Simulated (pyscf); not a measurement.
Thermochemistry of product channels of Cl–InH–Cl (SMILES [Cl][InH][Cl]) + HF (SMILES F) on the singlet surface, in eV, from ωB97M-D3(BJ)/def2-TZVP energies (ideal gas, 1 atm, RRHO with modes under 100 cm⁻¹ raised to 100, one conformer, R ln 2 for chiral ones without a mode under 150 cm⁻¹). PySCF, gas phase, ωB97X-D3(BJ)/def2-SVP geometries.

```csv
products,ΔE,ΔH(298 K),ΔG(600 K),ΔG(1200 K)
HCl (SMILES Cl) + F–InH–Cl (SMILES [F][InH][Cl]),+0.52,+0.46,+0.41,___
F–In(Cl)–Cl (SMILES [F][In]([Cl])[Cl]) + H₂ (SMILES [H][H]),___,-0.26,-0.16,-0.10
```

**Question.** Some entries are withheld; supply them.

**Answer.** 
- HCl (SMILES Cl) + F–InH–Cl (SMILES [F][InH][Cl]), ΔG(1200 K): +0.36
- F–In(Cl)–Cl (SMILES [F][In]([Cl])[Cl]) + H₂ (SMILES [H][H]), ΔE: -0.18

These are energies of the channels, which say nothing of barriers. Elements past Kr carry the def2 core potentials, without spin-orbit coupling.
